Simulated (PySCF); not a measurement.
## What binds SH⁺: the parts of the energy along the bond

State: ³Σ⁻, triplet, unpaired electrons π ↑↑. ROHF-based CCSD(T) in PySCF 2.14 with H aug-cc-pVTZ, S aug-cc-pV(T+d)Z and H aug-cc-pVQZ, S aug-cc-pV(Q+d)Z (frozen core orbitals: 5; no relativity). Correlation energies are extrapolated as n⁻³ (n = 3, 4), Hartree–Fock as (n+1)·exp(−9√n). CV is the change on freezing 1 orbitals instead, in H cc-pVTZ, S cc-pwCVTZ. SR is the spin-free X2C energy in H cc-pVTZ-DK, S cc-pVTZ-DK less the non-relativistic one in H cc-pVTZ, S cc-pVTZ. All energies in eV from H + S⁺.

```
 R (Å)  HF/CBS  CCSD corr.      (T)       CV      SR   total
1.2110  -2.194      -1.141  -0.0247  -0.0152  0.0082  -3.367
1.2660  -2.408      -1.155  -0.0276  -0.0122  0.0088  -3.595
1.3211  -2.501      -1.172  -0.0308  -0.0099  0.0092  -3.705
1.3761  -2.501      -1.192  -0.0343  -0.0080  0.0093  -3.725
1.4312  -2.430      -1.214  -0.0381  -0.0064  0.0092  -3.679
1.5000  -2.269      -1.245  -0.0432  -0.0050  0.0089  -3.553
1.5688  -2.052      -1.279  -0.0488  -0.0039  0.0085  -3.376
```

A fit to the total gives Re = 1.3633 Å, De = 3.727 eV, ωe = 2555.9 cm⁻¹, Be = 9.284 cm⁻¹ (masses 1.0078 and 31.9721 u).

**Question.** At R = 1.3761 Å the CCSD correlation energy is -0.149875 hartree in the smaller basis and -0.156578 in the larger. Extrapolate it.

**Answer.** (4³·E4 − 3³·E3)/(4³ − 3³) = -0.16147 hartree; the larger basis holds 97.0 % of it.

The T1 diagnostic is 0.020. The state was picked by a PBE0 search and need not be the measured ground state. Spin–orbit coupling, excitations beyond (T) and corrections to the Born–Oppenheimer picture are left out.
